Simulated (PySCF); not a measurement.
H₃P, SMILES P.

Geometry optimised at PBE0-D3(BJ)/def2-TZVPD.

Two levels are set side by side: TDA-PBE/def2-TZVPD (PySCF) and TDA-LC-ωPBE/def2-TZVPD (PySCF). Vertical, same geometry. The lowest singlet is HOMO→LUMO 99 % with PBE and HOMO→LUMO 96 % with the other functional; states are paired by order. Differences are taken from unrounded values.

```tsv
quantity	TDA-LC-ωPBE
lowest singlet excitation (eV)	7.40
lowest triplet excitation (TDA) (eV)	5.79
first bright state (f over 0.05) (eV)	7.40
its oscillator strength	0.16
```

**Question.** What does TDA-PBE give, and how far is it from TDA-LC-ωPBE? (The exact figures need the calculation; the answer reports its results.)

**Answer.** 
```json
[
 {"quantity": "lowest singlet excitation (eV)", "TDA-PBE": "6.49", "TDA-PBE minus TDA-LC-ωPBE": "-0.92"},
 {"quantity": "lowest triplet excitation (TDA) (eV)", "TDA-PBE": "5.71", "TDA-PBE minus TDA-LC-ωPBE": "-0.08"},
 {"quantity": "first bright state (f over 0.05) (eV)", "TDA-PBE": "6.49", "TDA-PBE minus TDA-LC-ωPBE": "-0.92"},
 {"quantity": "its oscillator strength", "TDA-PBE": "0.13", "TDA-PBE minus TDA-LC-ωPBE": "-0.02"}
]
```

Functionals without exact exchange tend to place singlet excitations lower, as here. Differences between two approximate levels are no errors against the true value.

Rough cost on one machine, each run with all the roots and properties that it gave: TDA-LC-ωPBE against TDA-PBE about 2 times.
